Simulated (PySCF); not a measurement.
# Reproducing measurements on NP

**What was measured.**

From NIST CCCBDB Release 22 (SRD 101), experimental dipoles, for the gas: dipole moment (microwave Stark effect, equilibrium value μe) 2.751 ± 0.0008 D.

From Liu, Meijer, Perez-Rios, Phys. Chem. Chem. Phys. 22 (2020) 24191, for the gas: dipole moment 2.7514 D.

The runs below try to reproduce these values; the comparison stands at the end.

Compound: NP.
Numbering: `[N:1]#[P:2]`

Geometry (B3LYP/6-31+G*, Å), atoms numbered from 1 in this order:
```
atom  x, y, z in Å
N1     0.748   -0.009    0.004
P2    -0.746   -0.002   -0.005
```

Runs made with PySCF (gas phase, on this B3LYP/6-31+G* geometry; no spin–orbit coupling):

| level | job | basis functions | wall time |
| --- | --- | --- | --- |
| B3LYP/6-31+G*, grid level 1 | geometry optimisation from a GFN2-xTB start | 40 | 1.3 s |

Hardware: an Intel Xeon Platinum 8488C with one thread, no GPU (shared host).

All basis functions are spherical.

## Comparison

**Dipole moment.** Measured: 2.751 D (NIST CCCBDB Release 22 (SRD 101), experimental dipoles) and 2.7514 D (Liu, Meijer, Perez-Rios, Phys. Chem. Chem. Phys. 22 (2020) 24191). Differences are taken against the first.

```tsv
level	computed (D)	computed − measured (D)	% (from the printed values)
B3LYP/6-31+G*	2.804	+0.053	+2
```

The computed dipoles belong to one fixed geometry; measured ones are averaged over vibrations unless marked μe. Magnitudes are compared, not signs.

The geometry is computed, not the measured one. Where a level misses, the cause wasn't examined.
